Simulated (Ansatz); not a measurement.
`[OH][MgH]` + HCl → `[MgH][Cl]` + H₂O at 500 K and 1 bar (ligand exchange at a Mg–O bond).

Isolated molecules relaxed with PBE0-D4/def2-TZVP in Ansatz; ΔE leaves out vibrations. CBS: MP2 limit from def2 TZ/QZ plus the TZ coupled-cluster correction, frozen cores. This one scheme is used for every species. For Mg outer-core shells are correlated without core-valence functions, which leaves a few kJ/mol of doubt a bond.

```tsv
species	CCSD(T)/CBS energy (Eh)	H − E (kJ/mol)	S (J/(mol·K))
`[OH][MgH]`	-276.29839	72.2	285.7
HCl	-460.38127	32.5	201.9
`[MgH][Cl]`	-660.33122	38.4	266.3
H₂O	-76.37941	73.2	206.3
```

H − E and S are ideal-gas, rigid-rotor, harmonic terms from PBE0-D4/def2-TZVP. 1 Eh = 2625.50 kJ/mol, R = 8.31446 J/(mol·K).

By hand: ΔE, ΔH, ΔS and ΔG.

ΔE = (-660.33122) + (-76.37941) − (-276.29839) − (-460.38127) = -0.03097 Eh = -81.3 kJ/mol. Δ(H − E) = 38.4 + 73.2 − 72.2 − 32.5 = 6.9, so ΔH = -74.4 kJ/mol. ΔS = 266.3 + 206.3 − 285.7 − 201.9 = -15.0 J/(mol·K). ΔG = -74.4 − 500 × (-15.0)/1000 = -66.9 kJ/mol.

By hand: the equilibrium constant, and the temperature at which ΔG would vanish if ΔH and ΔS stayed fixed.

log₁₀ K = −ΔG/(RT ln 10) = 7.0. ΔG = 0 at ΔH/ΔS = 4960 K, far beyond where these terms or the molecules hold.

ΔH outweighs TΔS. A doubt of 5 kJ/mol in ΔE shifts log₁₀ K by 0.5 here. These are equilibria of isolated gas molecules and say nothing of rates. Largest T1 diagnostic: 0.010 (customary marks: 0.02 for closed shells, 0.045 for open ones).
